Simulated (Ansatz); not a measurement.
Single points on (H2Al-mu-H)2 (Al2H6).

```yaml
crystal:
  periodic: [false, false, false]
  atoms:
    - {symbol: Al, position_ang: [-0.387752, 0.457601, -1.152453]}
    - {symbol: H, position_ang: [0.050137, 1.937746, -1.477023]}
    - {symbol: H, position_ang: [-1.231182, -0.530460, -2.047211]}
    - {symbol: H, position_ang: [-0.978163, 0.388980, 0.483275]}
    - {symbol: Al, position_ang: [0.386624, -0.458479, 1.152459]}
    - {symbol: H, position_ang: [1.229481, 0.542652, 2.032948]}
    - {symbol: H, position_ang: [-0.041424, -1.937853, 1.493743]}
    - {symbol: H, position_ang: [0.972279, -0.400188, -0.485748]}
basis:
  gaussian: {orbitals: STO-3G}
hamiltonian: {xc: hf}
scf: {omitted_lower_state_checks: [starts]}
output: {orbitals: {seedname: orbitals}}
```

The file start.molden holds the orbitals of an earlier run on this structure, at another level or in another basis.

```sh
$ ansatz run in.yaml --threads 4 --pin off --events-out ev --progress --plain --max-ram 3916MiB
```

It prints (some lines left out):

```
Functional definition: HF
266 factors; integrals over basis functions are off by at most 7.1e-5 eV
mean field evaluation 1: about -13100.6395 eV, gradient 1.6e1 eV
mean field evaluation 2: about -13100.6450 eV, gradient 1.6e1 eV
mean field evaluation 4: about -13101.7706 eV, gradient 6.5e-1 eV
mean field evaluation 8: about -13101.7724 eV, gradient 1.4e-5 eV
mean field -13101.77240456 eV, -481.4812551672 hartree, gradient 1.9e-5 eV, S^2 0.000000; 0 other end points of the search recorded, 0 dependent functions left out
reference -13101.77240456 eV, -481.4812551672 hartree; 16, 16 occupied and 8, 8 virtual orbitals, 266 factors
Total energy: -13101.77240456 eV, -481.4812551672 hartree
Checks for a lower state left out: starts
```

The first input with `gaussian: {orbitals: def2-TZVP, initial_orbitals: start.molden}`, `hamiltonian: {xc: pbe}`, `correlation: {method: rpa}` and without the key `output` (abridged; 1.1 s):

```
Functional definition: PBE
mean field -13283.57063065 eV, -488.1622167487 hartree, gradient 1.4e-6 eV, S^2 0.000000
10 core orbitals not correlated: weight in the atoms' cores, before any rotation towards them, 1.000 or more for the frozen orbitals, at most 0.000 for the correlated occupied ones
Total energy: -13271.38690700 eV, -487.7144731632 hartree
Checks for a lower state left out: starts
```

As the first input, with `gaussian: {orbitals: def2-TZVP, initial_orbitals: start.molden}`, `hamiltonian: {xc: {name: B97M-V}}` (abridged; 2.4 s):

```
Functional definition: B97M-V
mean field -13289.02723175 eV, -488.3627431405 hartree, gradient 6.3e-5 eV, S^2 0.000000
Total energy: -13289.02730552 eV, -488.3627458518 hartree
Checks for a lower state left out: starts
```

First input, but with `gaussian: {orbitals: def2-TZVP, initial_orbitals: start.molden}` (abridged; 0.3 s):

```
Functional definition: HF
mean field -13260.86719228 eV, -487.3278807775 hartree, gradient 2.0e-5 eV, S^2 0.000000
Total energy: -13260.86719228 eV, -487.3278807775 hartree
Checks for a lower state left out: starts
```

The first input with `gaussian: {orbitals: def2-TZVP, initial_orbitals: start.molden}`, `hamiltonian: {xc: {name: r2SCANh}, dispersion: d4}` (abridged; 1.6 s):

```
Functional definition: r2SCANh
mean field -13289.93222581 eV, -488.3960010591 hartree, gradient 7.9e-6 eV, S^2 0.000000
Total energy: -13289.96213685 eV, -488.3971002692 hartree
Checks for a lower state left out: starts
```

The first input with `gaussian: {orbitals: def2-TZVP, initial_orbitals: start.molden}`, `hamiltonian: {xc: {name: PBE-QIDH}}` and without the key `output` (abridged; 1.1 s):

```
Functional definition: PBE-QIDH
mean field -13278.29888960 eV, -487.9684838384 hartree, gradient 3.8e-6 eV, S^2 0.000000
10 core orbitals not correlated: weight in the atoms' cores, before any rotation towards them, 1.000 or more for the frozen orbitals, at most 0.000 for the correlated occupied ones
second order -5.72909666 eV of doubles, -0.00000000 eV of singles
Total energy: -13280.20860430 eV, -488.0386645594 hartree
Checks for a lower state left out: starts
```

First input, but with `gaussian: {orbitals: def2-TZVP, initial_orbitals: start.molden}`, `hamiltonian: {xc: {name: LC-wPBE, parameters: {omega: 0.1/bohr}}}` (abridged; 0.9 s):

```
Functional definition: LC-wPBE
mean field -13284.98569408 eV, -488.2142193708 hartree, gradient 8.3e-5 eV, S^2 0.000000
Total energy: -13284.98569425 eV, -488.2142193768 hartree
Checks for a lower state left out: starts
```

Geometry: PBE0-D4/def2-TZVP.

Correlated methods freeze 10 core orbitals.
